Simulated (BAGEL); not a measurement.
# F2 (fluorine): levels of theory compared

Aim: a comparison of 6 runs (HF/3-21G, HF/def2-SVP, HF/6-311+G**, B3LYP/6-31G*, PBE0/def2-SVP) of F2 (fluorine). 

The calculation is run with BAGEL 1.2.2.

6 further runs of the same task are left out: 2 that didn't finish, 4 set aside as unsound or not needed.

## (1) The structure to begin with

F2 has 2 atoms, charge 0, and is taken as a singlet. As SMILES, `FF`. The coordinates come from a PBE0-D4/def2-TZVP relaxation.

Bond lengths: F1–F2 1.376 Å.

## (2) A single-point energy at HF/3-21G (run 1)

Input file calc.json:

```json
{ "bagel" : [

{
  "title" : "molecule",
  "basis" : "3-21g",
  "df_basis" : "qzvpp-jkfit",
  "geometry" : [
    { "atom" : "F", "xyz" : [ -1.10341108,  0.40137783, -0.55746921 ] },
    { "atom" : "F", "xyz" : [  1.10341108, -0.40137783,  0.55746921 ] }
  ]
},
{
  "title" : "hf",
  "df" : "false"
},
{
  "title" : "print",
  "file" : "orbitals.molden",
  "orbitals" : "true"
}

]}
```

The run is started by

```console
$ BAGEL_NUM_THREADS=1 BAGEL calc.json > calc.out
```

The program printed:

```text
* using 1 threads per process

  ===============================================================
  ===============================================================

  *** Geometry ***

  { "atom" : "F", "xyz" : [     -1.103411,      0.401378,     -0.557469 ] },
  { "atom" : "F", "xyz" : [      1.103411,     -0.401378,      0.557469 ] },

  Number of auxiliary basis functions:      154

  Since a DF basis is specified, we compute 2- and 3-index integrals:
    o Being stored without compression. Storage requirement is 0.000 GB

  Number of basis functions:       18
  Number of electrons      :       18

    * METHOD: MOLECULE                             0.01

  *** RHF ***

  === Nuclear Repulsion ===
    31.1594508052

      * DIIS with orbital gradients will be used.

  === RHF iteration (3-21g) ===
      0       -197.60568247          0.03023982           0.00
      1       -197.64223973          0.00614924           0.00
      2       -197.64324166          0.00274939           0.00
      3       -197.64341821          0.00061121           0.00
      4       -197.64342755          0.00011638           0.00
      5       -197.64342806          0.00002895           0.00
      6       -197.64342811          0.00000612           0.00
      7       -197.64342811          0.00000051           0.00
      8       -197.64342811          0.00000011           0.00
      9       -197.64342811          0.00000006           0.00
     10       -197.64342811          0.00000001           0.00
    * SCF iteration converged.

    * Permanent dipole moment:
           (   -0.000000,     0.000000,    -0.000000) a.u.

    * METHOD: HF                                   0.02

    * METHOD: PRINT                                0.00

  ===============================================================
```

It took 0.32 s on 1 thread of Intel Xeon 6975P-C (Granite Rapids), shared host; peak memory 0.079 GiB.

## (3) A single-point energy at HF/def2-SVP (run 2)

Input file input.json:

```json
{ "bagel" : [

{
  "title" : "molecule",
  "basis" : "svp",
  "df_basis" : "qzvpp-jkfit",
  "angstrom" : false,
  "geometry" : [
    { "atom" : "F", "xyz" : [ -1.10341108,  0.40137783, -0.55746921 ] },
    { "atom" : "F", "xyz" : [  1.10341108, -0.40137783,  0.55746921 ] }
  ]
},
{ "title" : "hf", "df" : false },
{ "title" : "print", "file" : "orbitals.molden", "orbitals" : true }

]}
```

The run is started by

```console
$ BAGEL_NUM_THREADS=1 BAGEL input.json > input.out
```

The program printed:

```text
* using 1 threads per process

  ===============================================================
  ===============================================================

  *** Geometry ***

  { "atom" : "F", "xyz" : [     -1.103411,      0.401378,     -0.557469 ] },
  { "atom" : "F", "xyz" : [      1.103411,     -0.401378,      0.557469 ] },

  Number of auxiliary basis functions:      154

  Since a DF basis is specified, we compute 2- and 3-index integrals:
    o Being stored without compression. Storage requirement is 0.001 GB

  Number of basis functions:       28
  Number of electrons      :       18

    * METHOD: MOLECULE                             0.01

  *** RHF ***

  === Nuclear Repulsion ===
    31.1594508052

      * DIIS with orbital gradients will be used.

  === RHF iteration (svp) ===
      0       -198.38641694          0.02950054           0.01
      1       -198.50616409          0.00763157           0.01
      2       -198.50908738          0.00409978           0.01
      3       -198.51019778          0.00086773           0.01
      4       -198.51024549          0.00011487           0.01
      5       -198.51024766          0.00004069           0.01
      6       -198.51024793          0.00001436           0.01
      7       -198.51024796          0.00000318           0.01
      8       -198.51024796          0.00000047           0.01
      9       -198.51024796          0.00000014           0.01
     10       -198.51024796          0.00000006           0.01
     11       -198.51024796          0.00000001           0.00
     12       -198.51024796          0.00000000           0.00
    * SCF iteration converged.

    * Permanent dipole moment:
           (    0.000000,    -0.000000,     0.000000) a.u.

    * METHOD: HF                                   0.08

    * METHOD: PRINT                                0.00

  ===============================================================
```

Run time: 0.38 s. Hardware: 1 thread of Intel Xeon 6975P-C (Granite Rapids), shared host; peak memory 0.079 GiB.

Runs 3 to 5 aren't shown in full; the table further down has their settings and results.

## (4) Energy and gradient at B3LYP/6-31G(d) (density fitting with qzvpp-jkfit, Cartesian functions) (run 6)

Input file input.json:

```json
{ "bagel": [

{
  "title": "molecule",
  "basis": "6-31gs.json",
  "df_basis": "qzvpp-jkfit",
  "angstrom": false,
  "cartesian": true,
  "geometry": [
    { "atom": "F", "xyz": [    -1.10341108,     0.40137783,    -0.55746921 ] },
    { "atom": "F", "xyz": [     1.10341108,    -0.40137783,     0.55746921 ] }
  ]
},

{
  "title": "force",
  "method": [
    { "title": "ks", "xc_func": "b3lyp" }
  ]
}

]}
```

The basis set 6-31G* is read from a file made from the Basis Set Exchange's data (not shown).

The run is started by

```console
$ BAGEL_NUM_THREADS=1 BAGEL input.json > input.out
```

The program printed:

```text
* using 1 threads per process

  ===============================================================
  ===============================================================

  Cartesian basis functions are used
  *** Geometry ***

  { "atom" : "F", "xyz" : [     -1.103411,      0.401378,     -0.557469 ] },
  { "atom" : "F", "xyz" : [      1.103411,     -0.401378,      0.557469 ] },

  Number of auxiliary basis functions:      186

  Since a DF basis is specified, we compute 2- and 3-index integrals:
    o Being stored without compression. Storage requirement is 0.001 GB

  Number of basis functions:       30
  Number of electrons      :       18

    * METHOD: MOLECULE                             0.02

  The gradients will be computed analytically.

  *** Kohn-Sham DFT ***

    * Removing 1342 points whose weight is below 1.00e-10
    * Grid points: 28470

  === Nuclear Repulsion ===
    31.1594508052

       - DIIS with orbital gradients will be used.

  === KS iteration (b3lyp / 6-31gs.json) ===
      0       -189.37560855          0.29408538           0.03
      1       -192.74697749          0.29233914           0.02
      2       -196.80331998          0.18223527           0.02
      3       -199.49639726          0.00417442           0.02
      4       -199.49764158          0.00080412           0.02
      5       -199.49767933          0.00022786           0.02
      6       -199.49768257          0.00001188           0.02
      7       -199.49768258          0.00000046           0.02
      8       -199.49768258          0.00000001           0.02
    * SCF iteration converged.

    * Permanent dipole moment:
           (   -0.000000,     0.000000,    -0.000000) a.u.

  * Nuclear energy gradient

    o Atom   0
        x          0.0193919590
        y         -0.0070509095
        z          0.0097991704
    o Atom   1
        x         -0.0193919590
        y          0.0070509095
        z         -0.0097991704
  * Gradient computed with                              0.23

    * METHOD: FORCE                                0.45

  ===============================================================
```

Run time: 0.74 s. Hardware: 1 thread of Intel Xeon 6975P-C (Granite Rapids), shared host; peak memory 0.14 GiB.

## (5) Overview of the runs

```
run                                                                 level  integral approximation      task  energy (Eh)  dipole moment (D)  HOMO energy (eV)  LUMO energy (eV)  wall time
  1                                                              HF/3-21G                    none    energy  -197.643428               0.00            -17.27              4.33     0.32 s
  2                                                           HF/def2-SVP                    none    energy  -198.510248               0.00            -18.00              3.48     0.38 s
  3                                                          HF/6-311+G**                    none    energy  -198.735416               0.00            -18.13              2.41     0.66 s
  4  B3LYP/6-31G* (density fitting with qzvpp-jkfit, spherical functions)             qzvpp-jkfit    energy  -199.494788               0.00            -10.55             -2.94     0.54 s
  5                      PBE0/def2-SVP (density fitting with qzvpp-jkfit)             qzvpp-jkfit  gradient  -199.155656               0.00                 –                 –     0.72 s
  6  B3LYP/6-31G* (density fitting with qzvpp-jkfit, Cartesian functions)             qzvpp-jkfit  gradient  -199.497683               0.00                 –                 –     0.74 s
```

## (6) Results

| quantity | value |
| --- | --- |
| run 6: total energy | -199.49768 Eh |
| run 6: dipole moment | 0.00 D |
| run 6: largest force on an atom | 1.175 eV/Å |

What this shows: Over runs 1, 2, 3, 4 the HOMO–LUMO gap runs from 7.62 eV (B3LYP/6-31G*) to 21.60 eV (HF/3-21G). The two ends differ in method and basis. Totals of different functionals can't be ranked against each other. All runs together took 3.4 s, the longest 0.74 s.
